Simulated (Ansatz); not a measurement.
Molecule: CHO (charge 0, doublet). It need not be the lowest isomer of its formula. SMILES: [CH]=O
Geometry: optimised at B3LYP-D3(BJ)/def2-TZVP (Ansatz, an electronic-structure program).

Quantity: atomisation energy (electronic, to ground-state atoms), in eV. Correlated levels leave the core frozen unless marked. UHF or UKS for open shells. No spin-orbit coupling. Non-relativistic. The coupled-cluster limit lacks core correlation, which all-electron functionals hold. CBS(X,Y): correlation extrapolated as X^-3; Hartree-Fock from the larger set.

```csv
level,program,atomisation energy (eV)
MP2/aug-cc-pVDZ,Ansatz,11.66
```

Task: What does CCSD(T)/CBS(aug-cc-pVTZ,aug-cc-pVQZ) (Ansatz) give?

Result: 12.06 eV, so MP2/aug-cc-pVDZ differs from it by -0.40 eV.
